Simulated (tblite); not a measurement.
Species: C4H10S (charge +1 and doublet state).
Atom-mapped SMILES: `[CH3:1][CH2:2][C@H:3]([CH3:4])[SH+:5]` (hydrogens: H6, H7, H8 on C1; H9, H10 on C2; H11 on C3; H12, H13, H14 on C4; H15 on S5)

Structure optimised with GFN2-xTB, isolated species. This method treats the open shell by occupation alone, without spin polarisation.

What internal coordinates does the optimisation give?

```tsv
bond	length (pm)
C1–C2	151.1
C2–C3	152.6
C3–C4	151.6
C3–S5	182.2
C1–H6, C1–H7, C1–H8	109.0
C2–H9	109.7
C2–H10	109.4
C3–H11	110.4
C4–H12, C4–H13, C4–H14	108.8
S5–H15	134.6
```

Bonds in one row agree within 1 pm and their mean is given. A selection of angles:
```tsv
angle	degrees
C2–C1–H6	110.3
C2–C1–H7	111.8
H6–C1–H7	107.8
H6–C1–H8	108.9
C1–C2–C3	114.4
C1–C2–H9	109.0
C1–C2–H10	110.2
C3–C2–H9	108.0
C3–C2–H10	109.3
H9–C2–H10	105.6
C2–C3–C4	114.8
C2–C3–S5	111.5
C2–C3–H11	106.4
C4–C3–S5	113.5
C4–C3–H11	108.1
S5–C3–H11	101.2
C3–C4–H12	109.4
C3–C4–H13	112.1
H12–C4–H13	107.7
H13–C4–H14	108.5
C3–S5–H15	96.6
```

Torsions: C1–C2–C3–C4 158° (antiperiplanar); H15–S5–C3–C2 156° (antiperiplanar).

Of the pairs four or more bonds apart, S5···H8 is among the closest relative to their van der Waals radii: 2.64 Å, 88 % of the sum of Bondi's values.

Point group: C1 (no symmetry element, even within 0.4 Å). Its GFN2-xTB frequencies are all real (lowest 77 cm⁻¹). Torsions: C1–C2–C3–C4 158°, C2–C3–S5–H 156°.

On an Intel Xeon Platinum 8488C with one thread, shared host with 96 logical CPUs at a one-minute load of 20, this took 0.58 s of wall time. That covers the optimisation of the geometry.

One conformer stands for the species.

These are computed values.
